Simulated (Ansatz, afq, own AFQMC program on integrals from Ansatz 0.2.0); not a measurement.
# BNH2, triplet → BNH$_{2}$⁺, quartet

```yaml
atoms:
  - { symbol: B, position_ang: [0.0000, -0.1240, 0.7739] }
  - { symbol: N, position_ang: [0.0000, -0.0224, -0.5980] }
  - { symbol: H, position_ang: [0.0000, 0.9564, 1.3306] }
  - { symbol: H, position_ang: [0.0000, 0.6853, -1.3215] }
```

Connectivity, by distances: BH–NH.

E(quartet, charge +1) − E(triplet, charge +0) at this geometry, on UHF and UHF determinants.

Basis cc-pVDZ. Noble-gas cores (and the filled d shells of Ga–Kr and In–Xe) are frozen. Ansatz 0.2.0 and our own AFQMC program on the same integrals; the CISD trial comes from CCSD amplitudes, and released means the phaseless constraint is let go. ± is one standard error of the sampling. The errors of all members are added in quadrature.

No full CI on the walks' own integrals is used here; CCSDT(Q) serves as the reference and is uncertain by about the last step of the cluster series. Each member takes its own surest rung, up to full CI.

Errors are counted within cc-pVDZ, not against nature.

Cautions: BNH₂ (triplet): lower spins were not checked; BNH₂⁺ (quartet): lower spins were not checked; this needn't be the first ionization.

Reference (CCSDT(Q)): 1064.4 kJ/mol.

```
         level  vertical ionization energy (kJ/mol)  error against CCSDT(Q) (kJ/mol)
            HF                                926.5                           -137.9
           MP2                               1061.3                             -3.1
          CCSD                               1054.8                             -9.6
       CCSD(T)                               1062.4                             -2.0
         CCSDT                               1063.6                             -0.8
   ph-AFQMC/HF                         1054.4 ± 5.5                      -10.0 ± 5.5
 ph-AFQMC/CISD                         1062.8 ± 1.5                       -1.6 ± 1.5
released AFQMC                         1067.1 ± 2.1                        2.7 ± 2.1
```

Correlation beyond CCSD(T) adds 2.0 kJ/mol. The perturbative (T) step is worth +7.6 kJ/mol.

A walk keeps the symmetry of its determinant, which the program's search chose and which needn't be the lowest solution, so a lower state of the same spin and another symmetry isn't excluded. Released energies are given only where the last usable release times agree within the noise; a slower fall can still hide under it.
